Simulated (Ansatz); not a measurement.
System: PH2, charge 0, doublet. PH2 (SMILES [PH2], doublet).
B3LYP-D3(BJ)/def2-TZVP minimum from Ansatz (an electronic-structure program):
```
P
H 1 1.4234
H 1 1.4234 2 91.73
```
Charge 0, spin multiplicity 2.

Total energies in aug-cc-pV(T+d)Z, 7 correlated electrons, 5 frozen orbitals. UHF or UKS for unpaired electrons; spin-orbit terms are left out. Correlated methods leave the cores frozen. No relativity.

| method | program | energy (Eh) | minus CCSDT(Q) (mEh) |
|---|---|---|---|
| HF | Ansatz | -341.88927 | 173.82 |
| MP2 | Ansatz | -342.02906 | 34.02 |
| CCSD | Ansatz | -342.05592 | 7.16 |
| CCSD(T) | Ansatz | -342.06190 | 1.19 |
| CCSDT(Q) | Ansatz | -342.06308 | 0.00 |

Rough core times of Ansatz's runs on a shared machine: CCSD(T) under 20 s, CCSDT(Q) 7 min.
